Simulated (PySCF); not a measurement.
Stepwise substitution at one centre (B H-Cl). Gas-phase values, no solvent. Strings in code marks are SMILES.

The S1–T1 gap (TDA) from two functionals at the same geometries (CAM-B3LYP-D3(BJ)/def2-TZVP), both in PySCF: PBE-D3(BJ)/def2-TZVP and TPSSh-D3(BJ)/def2-TZVP. Excitations are Tamm–Dancoff values on a coarser integration grid. The basis has no diffuse functions, so Rydberg states are missing or too high.

```json
[
 {"species": "1 of 3 H replaced by Cl (`BCl`)", "TPSSh-D3(BJ)/def2-TZVP (eV)": "0.43"},
 {"species": "2 of 3 H replaced by Cl (`B(Cl)Cl`)", "TPSSh-D3(BJ)/def2-TZVP (eV)": "0.42"},
 {"species": "3 of 3 H replaced by Cl", "TPSSh-D3(BJ)/def2-TZVP (eV)": "0.20"}
]
```

Question: What does PBE-D3(BJ)/def2-TZVP give for each?

Answer: 
- 1 of 3 H replaced by Cl (`BCl`): 0.41
- 2 of 3 H replaced by Cl (`B(Cl)Cl`): 0.39
- 3 of 3 H replaced by Cl: 0.19
Over these rows, drawn at random from the members with no instability flagged (it was tested for open shells, ions and some series alone), PBE minus TPSSh-D3(BJ): mean -0.02 eV, from -0.02 eV to -0.01 eV.
